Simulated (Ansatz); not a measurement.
fcc Pb was calculated with r²SCAN in Ansatz (PAW).

Output (set-up and result lines):

```
WARN output.stress: scf.convergence.dr2_threshold = 1e-9 eV is looser than the 1e-10 eV advised for a printed stress (1e-10 eV for each atom of the cell: 1)
Crystal: 1 atoms, lattice volume = 33.002 Å³
Basis set: ecut = 560 eV, 965 PW (Γ), exchange–correlation on 90×90×90 points (27 copies of the dense FFT grid, shifted against one another)
Bands: 11, of which v1, the nominal top of the filled ones, is band 7 counted from 1 (6 counted from 0)
Symmetry: 48 space group operations
Space group: Fm-3m (ITA 225), of the structure as read, at distance tolerance 3.2e-5 Å
k-points: 256 of 8000
Functional: x = r2scan, c = r2scan; τ floored in thin density (d = 2e-4 eV/Å³)
SCF iter   1: F=—  HF=-11920.847766 eV  |F-HF|=—  |Δ(HF+E_count)|=         —  Δρ=6.37e-3  dr2=9.59e-3  dr2_τ=4.05e-4
SCF iter   2: F=—  HF=-11920.845601 eV  |F-HF|=—  |Δ(HF+E_count)|=   2.17e-3  Δρ=2.90e-3  dr2=2.15e-3  dr2_τ=5.83e-5
  ...
SCF iter   6: F=—  HF=-11920.845255 eV  |F-HF|=—  |Δ(HF+E_count)|=   1.76e-6  Δρ=2.04e-6  dr2=1.50e-9  dr2_τ=1.32e-10
SCF iter   7: F=-11920.845255 eV  HF=-11920.845255 eV  |F-HF|=6.18e-11  |Δ(HF+E_count)|=   1.09e-9  Δρ=2.57e-7  dr2=1.70e-11  dr2_τ=5.30e-13
SCF 1 converged in 7 iterations: F = -11920.845255 eV  dr2 = 1.70e-11
SCF converged after 7 iterations
Free energy (F): -11920.845255 eV
Internal energy: -11920.840702 eV  (E = F + TS)
E sigma→0 (E₀):  -11920.842979 eV
Fermi energy:    9.713512 eV
--- Stress (GPa, compression-positive) ---
       -2.214282       0.000000      -0.000000
        0.000000      -2.214282      -0.000000
        0.000000      -0.000000      -2.214282
  P = ⅓ Tr σ = -2.2143 GPa (-22.143 kbar)
```

Write an input file that could have produced this run (the log leaves some choices open).

Several could match; the one computed here: 
Ansatz 0.2 input:
```yaml
crystal:
  lattice:
    - [0.0, 2.5458713759, 2.5458713759]
    - [2.5458713759, 0.0, 2.5458713759]
    - [2.5458713759, 2.5458713759, 0.0]
  atoms:
    - { symbol: Pb, position: [0.0, 0.0, 0.0] }
basis:
  ecutwfc: 560
  ecutrho_ratio: 4
  xc_grid: 3
kpoints:
  mp_grid: { grid: [20, 20, 20] }
hamiltonian:
  xc: r2scan
  dispersion: none
  pseudopotentials: { kind: paw }
scf:
  occupations: { method: fermi_dirac, width: 0.05 }
  convergence: { dr2_threshold: 0.000000001 }
output:
  forces: false
  stress: true
  eigenvalues: true
```

The cell is one volume of an energy–volume scan, off the minimum.

The PAW data were made under PBE.

It cost about 10 core-seconds (a rough figure) of CPU time.

Ansatz is a program for electronic structure.
